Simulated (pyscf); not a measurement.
H₃Si–SH + H• -> •H₂Si–SH + H₂, a hydrogen abstraction (doublet surface; H–Si broken, H–H formed). Structures and frequencies: ωB97X-D3(BJ)/def2-SVP in PySCF. Energies in kcal/mol from the separated reactants.

GFN2-xTB: tblite. Open shells are spin-unrestricted. 

Problem. Quick GFN2-xTB single points give ΔE‡ = 5.3 kcal/mol and ΔE = +8.4 kcal/mol. What does ωB97M-D3(BJ)/def2-TZVP give, and how far is the quick result from it?

Solution. ωB97M-D3(BJ)/def2-TZVP gives ΔE‡ = 4.3 kcal/mol and ΔE = -13.4 kcal/mol. GFN2-xTB lies 1.0 kcal/mol over it in the barrier and 21.8 kcal/mol over it in the reaction energy, so on this step it does not hold to within 3.0 kcal/mol. At GFN2-xTB this geometry lies under one side, so its ΔE‡ may be no barrier of that level. ωB97M-D3(BJ)/def2-TZVP has limits of its own. This is the saddle that the search found; another between the same sides may lie lower. The angle at the transferred H is 179°.
